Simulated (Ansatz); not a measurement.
Mulliken charges of C2H6OS, SMILES `COCS` from B3LYP/def2-TZVPP in Ansatz (PBE0-D4/def2-TZVP geometry).

```
atom   x (Å)   y (Å)   z (Å)  charge (e)
  C1  -0.329  -0.003   1.280      -0.129
  O2  -0.425  -0.940   0.239      -0.290
  C3   0.275  -0.584  -0.904      -0.009
  S4  -0.398   0.826  -1.846      -0.181
  H5  -0.835  -0.431   2.144       0.119
  H6   0.720   0.196   1.541       0.079
  H7  -0.816   0.942   1.012       0.092
  H8   1.328  -0.371  -0.684       0.091
  H9   0.218  -1.433  -1.585       0.133
 H10   0.261   1.799  -1.198       0.093
```

Problem. By hand: the dipole of these point charges (1 e Å = 4.8032 D).

Solution. Σ q r = (0.292, 0.123, 0.193) e Å, of length 0.371 e Å = 1.78 D.

Problem. How does the dipole of the full density compare? (Estimate.)

Solution. The calculation gave: (0.282, 0.114, 0.237) e Å, 1.85 D; the point charges give 0.96 times that, at 7° from its direction.

Point charges leave out the atoms' own dipoles, such as those of lone pairs, and Mulliken's split depends on the basis, so the close match here is no proof of good charges.

B3LYP here is the variant with VWN-RPA as its local correlation; programs differ in this.
